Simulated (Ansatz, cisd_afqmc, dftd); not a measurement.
Barrier from H (doublet) + H2S (sulfane, SMILES S) to the saddle point below; all geometries are those of the HTBH38 set.
```xyz
4

H      1.2621    -0.2201     0.0000
S      0.0000     0.2232     0.0000
H     -0.5006    -1.1154     0.0000
H     -0.7615    -2.2349     0.0000
```
Charge 0, spin multiplicity 2.

Wanted: barrier height (electronic, no zero-point energy), in kcal/mol. UHF or UKS for unpaired electrons; spin-orbit terms are left out. Correlated methods leave the cores frozen. Rows without X2C or -DK are non-relativistic. The Monte Carlo rows (phaseless AFQMC, CISD trial, step 0.005/hartree) carry one-sigma bars that omit the constraint's bias. Outlying blocks are dropped, and bars are widened where a walk drifts. Over all cases where full CI ran beside it in this data, AFQMC minus full CI had a median of +0.1 mEh and passed +0.4 mEh in a tenth of the cases. CBS(X,Y): correlation extrapolated as X^-3, Hartree-Fock from the larger set. A bracket is a step between two methods taken in the basis named. Functionals run without relativity, which enters their misses. Double hybrids freeze cores in their MP2 part. '+ core + X2C': CCSD(T) terms for core correlation (cc-pwCVTZ, 1s frozen past Ne) and scalar relativity (cc-pVTZ-DK). For partners of very few electrons the exact lower level stands in for a higher one. The UHF reference of H3S (saddle point or complex, doublet) is spin-contaminated (<S^2> up to 0.03 over the pure value in the sets run).

Published benchmark value: 3.5 kcal/mol (Zhao et al., J. Phys. Chem. A 109, 2012 (2005), HTBH38), a best estimate, not a measurement.

```tsv
level	program	barrier height (kcal/mol)	difference against that value
B3LYP-D3(BJ)/def2-TZVPD	Ansatz + dftd3	-1.2	-4.7
B3LYP-D4/def2-TZVPD	Ansatz + dftd4	-1.1	-4.6
wB97X-V/def2-TZVPD	Ansatz	4.2	0.7
B2GP-PLYP-D4/def2-TZVPD	Ansatz + dftd4	3.2	-0.3
B2GP-PLYP/def2-TZVPD	Ansatz	3.3	-0.2
CCSD/aug-cc-pV(T+d)Z	Ansatz	4.4	0.9
CCSD/CBS(aug-cc-pV(T+d)Z,aug-cc-pV(Q+d)Z)	Ansatz	4.6	1.1
CCSDT(Q)/aug-cc-pV(T+d)Z	Ansatz	3.6	0.1
AFQMC/CISD/aug-cc-pV(T+d)Z	cisd_afqmc	3.4 ± 0.2	-0.1
CCSD(T)/CBS(aug-cc-pV(T+d)Z,aug-cc-pV(Q+d)Z) + [AFQMC/CISD - CCSD(T)]/aug-cc-pV(T+d)Z + core + X2C	Ansatz + cisd_afqmc	3.4 ± 0.2	-0.1
CCSD(T)/CBS(aug-cc-pV(T+d)Z,aug-cc-pV(Q+d)Z) + [CCSDT(Q) - CCSD(T)]/aug-cc-pV(T+d)Z + core + X2C	Ansatz	3.6	0.1
```

Ansatz is a first-principles code.
